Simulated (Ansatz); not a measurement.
Start from `C#CN(C)CN` and change one atom or group to get `C#CNCN`.

Ansatz, PBE0-D4/def2-TZVP geometries, multiplicity 1. Each molecule was computed in one conformer, which needn't be the lowest.

```json
{"property": "HOMO–LUMO gap (PBE/def2-TZVPP) / eV", "`C#CN(C)CN`": "5.08"}
{"property": "HOMO energy (PBE/def2-TZVPP) / eV", "`C#CN(C)CN`": "-4.96"}
{"property": "LUMO energy (PBE/def2-TZVPP) / eV", "`C#CN(C)CN`": "0.12"}
{"property": "size of the dipole moment (B3LYP/def2-TZVPP) / D", "`C#CN(C)CN`": "1.10"}
{"property": "HOMO–LUMO gap (PBE0/def2-TZVPP) / eV", "`C#CN(C)CN`": "7.16"}
{"property": "HOMO energy (PBE0/def2-TZVPP) / eV", "`C#CN(C)CN`": "-6.15"}
```

What does the change do to each property? (Best estimate.)

The calculation gave: 
```
                                        property  `C#CNCN`  shift
             HOMO–LUMO gap (PBE/def2-TZVPP) / eV      4.89  -0.19
               HOMO energy (PBE/def2-TZVPP) / eV     -5.07  -0.11
               LUMO energy (PBE/def2-TZVPP) / eV     -0.18  -0.30
size of the dipole moment (B3LYP/def2-TZVPP) / D      1.83   0.73
            HOMO–LUMO gap (PBE0/def2-TZVPP) / eV      6.98  -0.18
              HOMO energy (PBE0/def2-TZVPP) / eV     -6.30  -0.15
```

With PBE0 the HOMO falls by 0.15 eV and the LUMO falls by 0.32 eV, so the gap narrows by about 0.17 eV. PBE moves the HOMO by -0.11 eV and ωB97M-V by -0.18 eV. Dipoles are sizes alone; their direction can turn.

B3LYP here is the variant with VWN-RPA as its local correlation; programs differ in this.
